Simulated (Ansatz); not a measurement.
# B2H4: the cost of one run

Program: Ansatz 0.2.0. Level of theory: UKS PBE0-D4/def2-SVP. These are calculated values, not measurements.

**1. The system as given**

Bond lengths: B1–B2 1.680 Å, B1–H3 1.163 Å, B1–H4 1.173 Å, B2–H5 1.194 Å, B2–H6 1.189 Å. Angles: B1–B2–H5 119.6°, B1–B2–H6 120.6°, H5–B2–H6 119.7°, B2–B1–H3 119.6°, B2–B1–H4 116.7°, H3–B1–H4 123.3°.

As a file:

```xyz
6

B    -0.2087   -0.8362   -0.0744
B     0.2382    0.7761    0.0785
H    -0.6206   -1.4077    0.8505
H    -0.2084   -1.2827   -1.1586
H     0.5746    1.3897   -0.8889
H     0.2671    1.2968    1.1468
```

**2. Relaxing end A**

input.yaml reads:

```yaml
crystal:
  periodic: [false, false, false]
  atoms:
    - { symbol: B, position_ang: [-0.2087, -0.8362, -0.0744] }
    - { symbol: B, position_ang: [0.2382, 0.7761, 0.0785] }
    - { symbol: H, position_ang: [-0.6206, -1.4077, 0.8505] }
    - { symbol: H, position_ang: [-0.2084, -1.2827, -1.1586] }
    - { symbol: H, position_ang: [0.5746, 1.3897, -0.8889] }
    - { symbol: H, position_ang: [0.2671, 1.2968, 1.1468] }
magnetization:
  spin_polarized: true
basis:
  gaussian: { orbitals: def2-SVP }
hamiltonian:
  xc: pbe0
  dispersion: d4
relax:
  f_tol: 0.02
  max_steps: 50
output:
  orbitals: {}
```

Run with:

```sh
$ ansatz run input.yaml --threads 1 --pin off --max-ram 2048MiB --backend cpu --events-out ev --progress --plain --runs-dir out
```

What time and memory should one allow on 1 thread of Intel Xeon Platinum 8488C (Sapphire Rapids), shared host?

About 9.1 s, with a peak of 0.12 GiB.
